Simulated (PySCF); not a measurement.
# SiN₂H₆: electronic excitations at several levels of theory

Aim: compute the electronic excitations of SiN₂H₆ (`N[SiH2]N`) at several levels, and see how far they spread and what each costs.

The runs use PySCF 2.14.0, with density-fitted response routines of our own; the level of theory stands in each step. All values are computed, except where a source is named. Atoms are numbered from 0 throughout.

## Step 1: Starting geometry

9 atoms, charge 0, multiplicity 1; geometry from: PBE0-D3(BJ)/def2-SVP.

Bonds of the start (Å): N0–Si1 1.72, Si1–N2 1.72, N0–H3 1.01, N0–H4 1.01, Si1–H5 1.50, Si1–H6 1.50, N2–H7 1.01, N2–H8 1.01.

## Step 2: TDDFT and polarisability: wB97X-D/def2-SVPD

The job: settings as JSON, then the geometry in Å.

```
{"job": {"kind": "uv", "xc": "wB97X-D", "basis": "def2-SVPD", "ip": true}, "charge": 0, "multiplicity": 1}
N      1.240481    -0.362972     0.012295
Si    -0.309282     0.389032     0.093369
N     -1.508110    -0.822136    -0.164211
H      1.483692    -1.122115     0.637965
H      2.054948     0.170455    -0.266078
H     -0.718925     1.010686     1.397540
H     -0.209586     1.498921    -0.912952
H     -2.432398    -0.729040     0.237712
H     -1.512690    -1.389917    -1.003182
```

Level: TDDFT wB97X-D/def2-SVPD, vertical, gas phase, core orbitals frozen in the response.

On the command line:

```console
$ OMP_NUM_THREADS=1 python probes_run.py task.json out
```

The driver reads the jobs from task.json and runs them one after another.

The log of the run:

```text
coarse grid: 7472 points
cycle   1  E = -402.3594285446  dE =  2.558e-02  |g| = 4.689e-01  |ddm| = 3.282e+00
cycle   2  E = -402.3667468247  dE = -7.318e-03  |g| = 4.571e-01  |ddm| = 1.162e+00
cycle   3  E = -402.4108296504  dE = -4.408e-02  |g| = 2.542e-02  |ddm| = 4.492e-01
cycle   4  E = -402.4110872608  dE = -2.576e-04  |g| = 5.618e-03  |ddm| = 1.123e-01
cycle   5  E = -402.4111014457  dE = -1.418e-05  |g| = 9.874e-04  |ddm| = 4.169e-02
cycle   6  E = -402.4111021017  dE = -6.560e-07  |g| = 2.853e-04  |ddm| = 1.230e-02
final grid: 66144 points
cycle   7  E = -402.4575466251  dE = -3.019e-05  |g| = 7.042e-03  |ddm| = 6.859e-02
cycle   8  E = -402.4575465486  dE =  7.645e-08  |g| = 7.252e-03  |ddm| = 1.486e-02
cycle   9  E = -402.4575574082  dE = -1.086e-05  |g| = 2.292e-04  |ddm| = 7.552e-03
cycle  10  E = -402.4575574389  dE = -3.067e-08  |g| = 9.031e-05  |ddm| = 1.539e-03
cycle  11  E = -402.4575574427  dE = -3.831e-09  |g| = 1.975e-05  |ddm| = 4.738e-04
cycle  12  E = -402.4575574431  dE = -3.323e-10  |g| = 5.634e-06  |ddm| = 1.544e-04
converged SCF energy = -402.4575574431

Static polarisability (au): isotropic 45.544, principal 42.263 45.602 48.767

Singlet excitations
state   eV       nm        f      main configurations
  1   6.7760    183.0   0.02872   H->L 0.74, H-1->L+1 0.20
  2   6.8647    180.6   0.04355   H-1->L 0.49, H->L+1 0.47
  3   7.5295    164.7   0.00251   H->L+1 0.45, H-1->L 0.38
  4   7.7720    159.5   0.06933   H-1->L+1 0.64, H->L 0.14, H->L+3 0.12
  5   8.1178    152.7   0.05328   H->L+2 0.83
  6   8.4799    146.2   0.00054   H-1->L+2 0.60, H->L+5 0.17, H-1->L+6 0.10
  7   8.6313    143.6   0.06279   H->L+3 0.54, H-1->L+4 0.12
  8   8.6635    143.1   0.01508   H-1->L+3 0.38, H->L+4 0.17, H->L+3 0.10
  9   8.7433    141.8   0.01729   H-1->L+5 0.41, H->L+6 0.34
 10   8.8273    140.5   0.05348   H->L+5 0.43, H-1->L+2 0.16, H->L+4 0.12

Triplet excitations (Tamm-Dancoff, eV): 6.5386 6.5865 7.2672 7.3232
Vertical ionisation energy (delta-SCF) = 9.5547 eV
```

It took 23 s on 1 thread of Arm Neoverse V1, shared host; peak memory 0.51 GiB.

Frontier orbitals and where they lie:

| orbital | eV | atoms |
| --- | --- | --- |
| HOMO−3 | -12.57 | Si1 32 %, N0 15 %, N2 15 % |
| HOMO−2 | -11.38 | Si1 33 %, H6 19 %, H5 18 % |
| HOMO−1 | -9.45 | N0 37 %, N2 34 %, Si1 12 % |
| HOMO | -9.15 | N2 31 %, N0 28 %, Si1 15 % |
| LUMO | 2.20 | Si1 47 %, N0 8 %, N2 8 % |
| LUMO+1 | 2.61 | Si1 19 %, N2 14 %, N0 14 % |
| LUMO+2 | 3.32 | Si1 38 %, H6 17 %, H5 17 % |

With each of the 10 states as a Gaussian band of 0.4 eV half-width at 1/e, the curve within the window shown has maxima at 182 nm (ε 2,900), 156 nm (ε 4,300), 143 nm (ε 6,000) L/(mol cm). Beyond the last state computed it falls off for lack of states. The curve at chosen wavelengths:

```csv
nm,ε (L/mol/cm)
136,2223
139,4479
141,5625
144,5932
146,5390
149,4499
151,4245
154,4296
156,4348
159,4082
162,3327
164,2693
167,1885
169,1600
172,1639
174,1914
177,2461
180,2851
182,2904
185,2645
187,2301
190,1679
192,1273
195,768
197,518
200,266
```

Ground-state properties from the same run:

| property | computed |
| --- | --- |
| dipole moment (D) | 0.61 |
| polarisability (Å³) | 6.75 |
| HOMO–LUMO gap (eV) | 11.35 |
| −ε(HOMO) (eV) | 9.15 |

## Step 3: TDDFT and polarisability: LC-wPBE/def2-SVPD

Same as in step 2 but for these lines:

```diff
@@ -1,2 +1,2 @@
-{"job": {"kind": "uv", "xc": "wB97X-D", "basis": "def2-SVPD", "ip": true}, "charge": 0, "multiplicity": 1}
+{"job": {"kind": "uv", "xc": "LC-wPBE", "basis": "def2-SVPD", "ip": true}, "charge": 0, "multiplicity": 1}
 N      1.240481    -0.362972     0.012295
```

Level: TDDFT LC-wPBE/def2-SVPD, vertical, gas phase, core orbitals frozen in the response.

The log of the run:

```text
coarse grid: 7472 points
cycle   1  E = -402.2414542782  dE =  1.961e-02  |g| = 4.407e-01  |ddm| = 3.308e+00
cycle   2  E = -402.2602031851  dE = -1.875e-02  |g| = 3.658e-01  |ddm| = 9.537e-01
cycle   3  E = -402.2878111820  dE = -2.761e-02  |g| = 3.322e-02  |ddm| = 3.546e-01
cycle   4  E = -402.2882134058  dE = -4.022e-04  |g| = 6.056e-03  |ddm| = 1.021e-01
cycle   5  E = -402.2882316998  dE = -1.829e-05  |g| = 1.130e-03  |ddm| = 3.487e-02
cycle   6  E = -402.2882325875  dE = -8.877e-07  |g| = 2.380e-04  |ddm| = 9.611e-03
final grid: 66144 points
cycle   7  E = -402.3441304631  dE = -1.518e-05  |g| = 5.447e-03  |ddm| = 2.764e-02
cycle   8  E = -402.3441316660  dE = -1.203e-06  |g| = 5.135e-03  |ddm| = 9.774e-03
cycle   9  E = -402.3441370141  dE = -5.348e-06  |g| = 1.913e-04  |ddm| = 4.489e-03
cycle  10  E = -402.3441370374  dE = -2.328e-08  |g| = 7.163e-05  |ddm| = 7.818e-04
cycle  11  E = -402.3441370403  dE = -2.933e-09  |g| = 1.524e-05  |ddm| = 2.381e-04
cycle  12  E = -402.3441370405  dE = -1.728e-10  |g| = 2.903e-06  |ddm| = 7.879e-05
converged SCF energy = -402.3441370405

Static polarisability (au): isotropic 44.308, principal 41.222 44.338 47.365

Singlet excitations
state   eV       nm        f      main configurations
  1   7.1190    174.2   0.02504   H->L 0.65, H-1->L+1 0.23
  2   7.1938    172.3   0.04306   H->L+1 0.48, H-1->L 0.43
  3   8.0166    154.7   0.00185   H->L+1 0.35, H-1->L 0.32, H->L+4 0.10
  4   8.2456    150.4   0.07021   H-1->L+1 0.47, H->L+3 0.23, H->L 0.10
  5   8.5495    145.0   0.06122   H->L+2 0.69, H->L 0.12
  6   8.8275    140.5   0.00435   H->L+6 0.35, H-1->L+2 0.22, H-1->L+5 0.21
  7   8.9711    138.2   0.01789   H->L+5 0.35, H-1->L+6 0.32
  8   9.0418    137.1   0.00116   H-1->L+3 0.36, H-2->L+1 0.18, H-1->L+2 0.16
  9   9.1182    136.0   0.10057   H->L+3 0.43, H-1->L+4 0.23, H-1->L+1 0.09
 10   9.2636    133.8   0.06083   H-1->L+2 0.28, H->L+6 0.25, H->L+4 0.15

Triplet excitations (Tamm-Dancoff, eV): 6.7048 6.7236 7.5368 7.6226
Vertical ionisation energy (delta-SCF) = 10.2079 eV
```

Wall time 43 s (1 thread of Arm Neoverse V1, shared host); peak memory 0.5 GiB.

In short: HOMO -10.02 eV, LUMO 2.32 eV; lowest singlet 7.12 eV.

## Step 4: TDDFT and polarisability: PBE0/6-31G*

Same as in step 3 but for these lines:

```diff
@@ -1,2 +1,2 @@
-{"job": {"kind": "uv", "xc": "LC-wPBE", "basis": "def2-SVPD", "ip": true}, "charge": 0, "multiplicity": 1}
+{"job": {"kind": "uv", "xc": "PBE0", "basis": "6-31G*"}, "charge": 0, "multiplicity": 1}
 N      1.240481    -0.362972     0.012295
```

Method: TDDFT PBE0/6-31G*, vertical, gas phase, core orbitals frozen in the response.

The log of the run:

```text
coarse grid: 7472 points
cycle   1  E = -402.3412036903  dE =  8.690e-02  |g| = 5.365e-01  |ddm| = 2.501e+00
cycle   2  E = -402.2923542956  dE =  4.885e-02  |g| = 7.045e-01  |ddm| = 9.907e-01
cycle   3  E = -402.4034871204  dE = -1.111e-01  |g| = 3.415e-02  |ddm| = 6.151e-01
cycle   4  E = -402.4038058410  dE = -3.187e-04  |g| = 7.187e-03  |ddm| = 4.765e-02
cycle   5  E = -402.4038206437  dE = -1.480e-05  |g| = 1.499e-03  |ddm| = 1.035e-02
cycle   6  E = -402.4038213309  dE = -6.872e-07  |g| = 1.365e-04  |ddm| = 2.066e-03
final grid: 66144 points
cycle   7  E = -402.3678719699  dE = -8.745e-06  |g| = 7.216e-03  |ddm| = 1.043e-02
cycle   8  E = -402.3678618173  dE =  1.015e-05  |g| = 1.002e-02  |ddm| = 1.346e-02
cycle   9  E = -402.3678836873  dE = -2.187e-05  |g| = 1.250e-04  |ddm| = 7.652e-03
cycle  10  E = -402.3678836919  dE = -4.626e-09  |g| = 5.115e-05  |ddm| = 2.094e-04
cycle  11  E = -402.3678836926  dE = -7.224e-10  |g| = 7.705e-06  |ddm| = 6.807e-05
converged SCF energy = -402.3678836926

Static polarisability (au): isotropic 34.056, principal 30.222 34.271 37.676

Singlet excitations
state   eV       nm        f      main configurations
  1   7.1257    174.0   0.03918   H->L 0.88, H-1->L+1 0.10
  2   7.2289    171.5   0.02417   H-1->L 0.51, H->L+1 0.48
  3   7.6423    162.2   0.00243   H-1->L+1 0.88, H->L 0.10
  4   7.7838    159.3   0.09091   H->L+1 0.49, H-1->L 0.46
  5   9.1298    135.8   0.00221   H->L+2 0.39, H->L+5 0.21, H-1->L+3 0.19
  6   9.1735    135.2   0.00631   H->L+3 0.33, H-1->L+5 0.27, H-1->L+2 0.16
  7   9.2962    133.4   0.00104   H-2->L 0.51, H-1->L+2 0.29, H->L+4 0.10
  8   9.4071    131.8   0.03128   H->L+2 0.39, H-1->L+4 0.26, H->L+5 0.18
  9   9.5471    129.9   0.01103   H->L+4 0.52, H->L+3 0.19, H-2->L 0.12
 10   9.6220    128.9   0.01869   H-1->L+2 0.41, H-2->L 0.29, H->L+3 0.22

Triplet excitations (Tamm-Dancoff, eV): 6.5781 6.6491 7.1466 7.1971
```

Run time: 3.1 s. Hardware: 1 thread of Arm Neoverse V1, shared host; peak memory 0.35 GiB.

Key values: HOMO -6.88 eV, LUMO 1.70 eV; lowest singlet 7.13 eV.

## Step 5: TDDFT and polarisability: PBE0/def2-SVP

Same as in step 4 but for these lines:

```diff
@@ -1,2 +1,2 @@
-{"job": {"kind": "uv", "xc": "PBE0", "basis": "6-31G*"}, "charge": 0, "multiplicity": 1}
+{"job": {"kind": "uv", "xc": "PBE0", "basis": "def2-SVP"}, "charge": 0, "multiplicity": 1}
 N      1.240481    -0.362972     0.012295
```

Level: TDDFT PBE0/def2-SVP, vertical, gas phase, core orbitals frozen in the response.

The log of the run:

```text
coarse grid: 7472 points
cycle   1  E = -402.1222268154  dE =  6.783e-02  |g| = 5.259e-01  |ddm| = 2.717e+00
cycle   2  E = -402.0756605554  dE =  4.657e-02  |g| = 6.907e-01  |ddm| = 1.042e+00
cycle   3  E = -402.1817793554  dE = -1.061e-01  |g| = 3.232e-02  |ddm| = 6.472e-01
cycle   4  E = -402.1820786248  dE = -2.993e-04  |g| = 6.467e-03  |ddm| = 4.542e-02
cycle   5  E = -402.1820902532  dE = -1.163e-05  |g| = 1.622e-03  |ddm| = 9.943e-03
cycle   6  E = -402.1820909971  dE = -7.439e-07  |g| = 1.722e-04  |ddm| = 2.370e-03
final grid: 66144 points
cycle   7  E = -402.2225548755  dE = -8.866e-06  |g| = 6.783e-03  |ddm| = 1.269e-02
cycle   8  E = -402.2225461577  dE =  8.718e-06  |g| = 9.320e-03  |ddm| = 1.325e-02
cycle   9  E = -402.2225650213  dE = -1.886e-05  |g| = 1.217e-04  |ddm| = 7.630e-03
cycle  10  E = -402.2225650261  dE = -4.824e-09  |g| = 5.672e-05  |ddm| = 2.471e-04
cycle  11  E = -402.2225650270  dE = -9.065e-10  |g| = 9.915e-06  |ddm| = 7.992e-05
converged SCF energy = -402.2225650270

Static polarisability (au): isotropic 36.230, principal 32.549 36.238 39.903

Singlet excitations
state   eV       nm        f      main configurations
  1   7.1591    173.2   0.01764   H->L 0.68, H-1->L+1 0.26
  2   7.1861    172.5   0.02449   H->L+1 0.60, H-1->L 0.35
  3   7.6005    163.1   0.00022   H-1->L 0.62, H->L+1 0.33
  4   7.8367    158.2   0.10000   H-1->L+1 0.69, H->L 0.25
  5   8.6366    143.6   0.01389   H->L+3 0.57, H-1->L+2 0.22, H-1->L+5 0.09
  6   8.6884    142.7   0.02507   H-1->L+3 0.45, H->L+2 0.31, H->L+5 0.12
  7   8.9817    138.0   0.04685   H->L+2 0.40, H-1->L+4 0.22, H-1->L+3 0.17
  8   9.0143    137.5   0.00746   H->L+4 0.48, H-1->L+2 0.31
  9   9.3450    132.7   0.00674   H-1->L+4 0.38, H->L+5 0.35, H-1->L+6 0.12
 10   9.3499    132.6   0.06007   H-1->L+2 0.40, H->L+4 0.29, H-1->L+5 0.10

Triplet excitations (Tamm-Dancoff, eV): 6.6258 6.6402 7.1759 7.1912
```

It took 4 s on 1 thread of Arm Neoverse V1, shared host; peak memory 0.39 GiB.

In short: HOMO -6.93 eV, LUMO 1.78 eV; lowest singlet 7.16 eV.

## Step 6: Ultraviolet spectrum: PBE0/def2-TZVP

Same as in step 5 but for these lines:

```diff
@@ -1,2 +1,2 @@
-{"job": {"kind": "uv", "xc": "PBE0", "basis": "def2-SVP"}, "charge": 0, "multiplicity": 1}
+{"job": {"kind": "uv", "xc": "PBE0", "basis": "def2-TZVP"}, "charge": 0, "multiplicity": 1}
 N      1.240481    -0.362972     0.012295
```

Level: TDDFT PBE0/def2-TZVP, vertical, gas phase, core orbitals frozen in the response.

The log of the run:

```text
coarse grid: 7472 points
cycle   1  E = -402.4100361607  dE =  6.173e-02  |g| = 5.577e-01  |ddm| = 2.027e+00
cycle   2  E = -402.3478570868  dE =  6.218e-02  |g| = 7.738e-01  |ddm| = 8.515e-01
cycle   3  E = -402.4746503165  dE = -1.268e-01  |g| = 3.680e-02  |ddm| = 5.306e-01
cycle   4  E = -402.4749706768  dE = -3.204e-04  |g| = 8.542e-03  |ddm| = 3.486e-02
cycle   5  E = -402.4749893848  dE = -1.871e-05  |g| = 2.671e-03  |ddm| = 9.609e-03
cycle   6  E = -402.4749909682  dE = -1.583e-06  |g| = 2.685e-04  |ddm| = 2.447e-03
final grid: 66144 points
cycle   7  E = -402.4660067248  dE = -2.168e-05  |g| = 7.521e-03  |ddm| = 1.713e-02
cycle   8  E = -402.4659952158  dE =  1.151e-05  |g| = 1.065e-02  |ddm| = 1.018e-02
cycle   9  E = -402.4660179463  dE = -2.273e-05  |g| = 1.813e-04  |ddm| = 6.006e-03
cycle  10  E = -402.4660179554  dE = -9.114e-09  |g| = 7.302e-05  |ddm| = 2.197e-04
cycle  11  E = -402.4660179568  dE = -1.368e-09  |g| = 1.160e-05  |ddm| = 6.373e-05
cycle  12  E = -402.4660179568  dE = -3.467e-11  |g| = 2.145e-06  |ddm| = 1.076e-05
converged SCF energy = -402.4660179568

Static polarisability (au): isotropic 41.698, principal 38.093 41.825 45.178

Singlet excitations
state   eV       nm        f      main configurations
  1   6.7315    184.2   0.02665   H->L+1 0.72, H-1->L 0.16
  2   6.7593    183.4   0.03576   H->L 0.67, H-1->L+1 0.18, H-1->L 0.09
  3   7.1467    173.5   0.00109   H-1->L+1 0.58, H->L 0.23, H-1->L 0.14
  4   7.3344    169.0   0.07259   H-1->L 0.59, H->L+1 0.18, H-1->L+1 0.15
  5   8.2451    150.4   0.02223   H->L+2 0.77, H-1->L+5 0.17
  6   8.3431    148.6   0.00124   H-1->L+2 0.44, H->L+5 0.40, H-1->L+3 0.08
  7   8.4827    146.2   0.02057   H->L+3 0.39, H-1->L+4 0.14, H->L+4 0.13
  8   8.5112    145.7   0.01425   H->L+4 0.43, H->L+3 0.12, H-1->L+4 0.10
  9   8.7550    141.6   0.00190   H->L+5 0.30, H-1->L+2 0.27, H->L+4 0.21
 10   8.8167    140.6   0.02109   H-1->L+4 0.51, H->L+3 0.19, H-1->L+5 0.12

Triplet excitations (Tamm-Dancoff, eV): 6.2867 6.3105 6.8037 6.8229
```

Run time: 8.4 s. Hardware: 1 thread of Arm Neoverse V1, shared host; peak memory 0.54 GiB.

This run: HOMO -7.19 eV, LUMO 1.00 eV; lowest singlet 6.73 eV.

## Step 7: TDDFT and polarisability: PBE0/aug-cc-pVDZ

Same as in step 6 but for these lines:

```diff
@@ -1,2 +1,2 @@
-{"job": {"kind": "uv", "xc": "PBE0", "basis": "def2-TZVP"}, "charge": 0, "multiplicity": 1}
+{"job": {"kind": "uv", "xc": "PBE0", "basis": "aug-cc-pVDZ"}, "charge": 0, "multiplicity": 1}
 N      1.240481    -0.362972     0.012295
```

Method: TDDFT PBE0/aug-cc-pVDZ, vertical, gas phase, core orbitals frozen in the response.

The log of the run:

```text
coarse grid: 7472 points
cycle   1  E = -402.3449010305  dE =  9.765e-02  |g| = 5.304e-01  |ddm| = 5.670e+00
cycle   2  E = -402.2786917039  dE =  6.621e-02  |g| = 7.519e-01  |ddm| = 1.669e+00
cycle   3  E = -402.4064366432  dE = -1.277e-01  |g| = 3.265e-02  |ddm| = 9.977e-01
cycle   4  E = -402.4067576476  dE = -3.210e-04  |g| = 5.529e-03  |ddm| = 9.447e-02
cycle   5  E = -402.4067669420  dE = -9.294e-06  |g| = 1.575e-03  |ddm| = 1.395e-02
final grid: 66144 points
cycle   6  E = -402.4147150114  dE = -1.123e-05  |g| = 6.847e-03  |ddm| = 5.580e-02
cycle   7  E = -402.4147040127  dE =  1.100e-05  |g| = 9.933e-03  |ddm| = 2.200e-02
cycle   8  E = -402.4147254484  dE = -2.144e-05  |g| = 2.188e-04  |ddm| = 1.319e-02
cycle   9  E = -402.4147254611  dE = -1.271e-08  |g| = 8.179e-05  |ddm| = 7.050e-04
cycle  10  E = -402.4147254629  dE = -1.862e-09  |g| = 2.231e-05  |ddm| = 2.171e-04
cycle  11  E = -402.4147254630  dE = -1.064e-10  |g| = 1.029e-05  |ddm| = 5.185e-05
converged SCF energy = -402.4147254630

Static polarisability (au): isotropic 47.663, principal 44.157 47.738 51.094

Singlet excitations
state   eV       nm        f      main configurations
  1   5.9287    209.1   0.03432   H->L 0.85, H-1->L+1 0.12
  2   6.0437    205.1   0.03465   H-1->L 0.54, H->L+1 0.44
  3   6.4138    193.3   0.00009   H->L+1 0.53, H-1->L 0.43
  4   6.6021    187.8   0.04243   H-1->L+1 0.85, H->L 0.12
  5   6.8218    181.7   0.03922   H->L+2 0.95
  6   6.9667    178.0   0.00624   H->L+3 0.80, H-1->L+2 0.14
  7   7.1158    174.2   0.04794   H-1->L+2 0.80, H->L+3 0.16
  8   7.2019    172.2   0.01898   H-1->L+3 0.82
  9   7.3942    167.7   0.01775   H->L+4 0.55, H->L+5 0.38
 10   7.5114    165.1   0.00418   H->L+6 0.74, H-1->L+4 0.12

Triplet excitations (Tamm-Dancoff, eV): 5.6785 5.7472 6.2113 6.2976
```

Run time: 7.8 s. Hardware: 1 thread of Arm Neoverse V1, shared host; peak memory 0.56 GiB.

Key values: HOMO -7.21 eV, LUMO -0.14 eV; lowest singlet 5.93 eV.

## Step 8: TDDFT and polarisability: PBE0/aug-cc-pVTZ

Same as in step 7 but for these lines:

```diff
@@ -1,2 +1,2 @@
-{"job": {"kind": "uv", "xc": "PBE0", "basis": "aug-cc-pVDZ"}, "charge": 0, "multiplicity": 1}
+{"job": {"kind": "uv", "xc": "PBE0", "basis": "aug-cc-pVTZ"}, "charge": 0, "multiplicity": 1}
 N      1.240481    -0.362972     0.012295
```

Level: TDDFT PBE0/aug-cc-pVTZ, vertical, gas phase, core orbitals frozen in the response.

The log of the run:

```text
coarse grid: 7472 points
cycle   1  E = -402.4023716547  dE =  6.420e-02  |g| = 5.527e-01  |ddm| = 5.625e+00
cycle   2  E = -402.3333739077  dE =  6.900e-02  |g| = 7.896e-01  |ddm| = 1.615e+00
cycle   3  E = -402.4664506332  dE = -1.331e-01  |g| = 3.582e-02  |ddm| = 9.625e-01
cycle   4  E = -402.4667609069  dE = -3.103e-04  |g| = 7.528e-03  |ddm| = 8.647e-02
cycle   5  E = -402.4667747932  dE = -1.389e-05  |g| = 2.196e-03  |ddm| = 1.539e-02
cycle   6  E = -402.4667759376  dE = -1.144e-06  |g| = 3.302e-04  |ddm| = 4.542e-03
final grid: 66144 points
cycle   7  E = -402.4678031350  dE = -3.270e-05  |g| = 7.613e-03  |ddm| = 1.467e-01
cycle   8  E = -402.4677906785  dE =  1.246e-05  |g| = 1.093e-02  |ddm| = 2.313e-02
cycle   9  E = -402.4678146217  dE = -2.394e-05  |g| = 1.982e-04  |ddm| = 1.347e-02
cycle  10  E = -402.4678146328  dE = -1.114e-08  |g| = 8.543e-05  |ddm| = 5.997e-04
cycle  11  E = -402.4678146348  dE = -1.961e-09  |g| = 1.294e-05  |ddm| = 1.612e-04
cycle  12  E = -402.4678146349  dE = -4.343e-11  |g| = 2.682e-06  |ddm| = 3.340e-05
converged SCF energy = -402.4678146349

Static polarisability (au): isotropic 47.650, principal 44.246 47.734 50.970

Singlet excitations
state   eV       nm        f      main configurations
  1   5.9724    207.6   0.03259   H->L 0.85, H-1->L+1 0.12
  2   6.0873    203.7   0.03401   H-1->L 0.52, H->L+1 0.45
  3   6.4494    192.2   0.00009   H->L+1 0.51, H-1->L 0.44
  4   6.6346    186.9   0.04053   H-1->L+1 0.84, H->L 0.12
  5   6.8261    181.6   0.03444   H->L+2 0.95
  6   6.9734    177.8   0.00691   H->L+3 0.81, H-1->L+2 0.13
  7   7.1199    174.1   0.04266   H-1->L+2 0.81, H->L+3 0.14
  8   7.2074    172.0   0.01579   H-1->L+3 0.80, H->L+4 0.09
  9   7.3414    168.9   0.00932   H->L+5 0.54, H->L+4 0.37
 10   7.4633    166.1   0.00533   H->L+6 0.74, H-1->L+4 0.11

Triplet excitations (Tamm-Dancoff, eV): 5.7291 5.7956 6.2482 6.3369
```

It took 25 s on 1 thread of Arm Neoverse V1, shared host; peak memory 0.84 GiB.

In short: HOMO -7.26 eV, LUMO -0.16 eV; lowest singlet 5.97 eV.

[end of part 1 of 2]
